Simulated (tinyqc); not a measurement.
Orbital energy against energy difference: ionisation energy by orbital energies and by energy differences in the 6-31g basis, for HF, spin multiplicity 1. Computed by the program tinyqc with PySCF. The cation is unrestricted; errors are against CCSD(T) in this basis, not against experiment.

Geometry (angstrom):
```
atom       x       y       z
F     0.0000  0.0000  0.0000
H     0.0000  0.0000  0.8480
```

CCSD(T) difference in the same basis = 15.5802 eV

IP-EOM-CCSD = 15.2747 eV

First vertical ionisation energy (eV):
```
method     -e(HOMO)  E(cation) - E  error of -e(HOMO)  error of the difference
HF           17.344       14.55278              1.764                   -1.027
LDA           8.462       16.41092             -7.118                    0.831
PBE           8.350       16.00848             -7.231                    0.428
B3LYP        10.438       16.08249             -5.142                    0.502
PBE0         10.889       15.96505             -4.691                    0.385
CAM-B3LYP    12.391       16.07189             -3.189                    0.492
LC-wPBE      13.720       16.13191             -1.861                    0.552
```

What does the comparison show, and why?

Koopmans errs by +1.76 eV and Delta-HF by -1.03 eV: relaxation, 2.79 eV, lowers the value and the missing correlation difference works against it. The PBE level is off by -7.2 eV through the wrong tail of its potential, though its energy difference is off by +0.43 eV; exact exchange deepens the level, and among the orbital energies HF comes closest; among the differences PBE0 does.
